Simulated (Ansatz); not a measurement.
Relaxation of H5NOSi (8 atoms, charge 0, multiplicity 1), to a largest force component of 0.015 eV/Å in at most 40 steps.

All numbers below come from Ansatz 0.2.0, RKS B3LYP-D4/def2-TZVP.

```xyz
8
Properties=species:S:1:pos:R:3:forces:R:3
N -0.773 0.744 -0.755 -2.96 2.00 -0.26
Si 0.490 0.200 0.108 2.08 -0.71 1.26
O -0.077 -1.264 0.613 2.21 -1.68 1.79
H -0.968 0.114 -1.488 -0.48 -0.57 -1.30
H -1.625 0.783 -0.165 0.61 0.25 -0.69
H 0.748 1.095 1.263 0.19 -0.04 -0.04
H 1.673 0.026 -0.787 -0.02 0.09 0.24
H 0.624 -1.755 1.156 -1.63 0.66 -1.01
```

**Question.** Where does it end, and by what steps?

**Answer.** It converged. After 6 steps the energy has fallen by 0.489 eV; H4 moved furthest, 0.31 Å.

```csv
step,energy less start (eV),largest force component (eV/Å),accepted
0,0.0000,2.961,yes
1,-0.3503,1.310,yes
2,-0.4596,0.512,yes
3,-0.4773,0.328,yes
4,-0.4875,0.164,yes
5,-0.4890,0.024,yes
6,-0.4890,0.002,yes
```

```xyz
8
Properties=species:S:1:pos:R:3
N -0.863 0.692 -0.762
Si 0.453 0.091 0.141
O 0.129 -1.409 0.763
H -1.069 0.333 -1.681
H -1.696 1.028 -0.306
H 0.714 1.038 1.251
H 1.624 0.008 -0.764
H 0.799 -1.838 1.302
```

Whether the end is a true minimum wasn't checked by a vibrational analysis.

Run time: 16 s on 2 threads of Arm Neoverse V1 (shared host), peak memory 0.21 GiB.
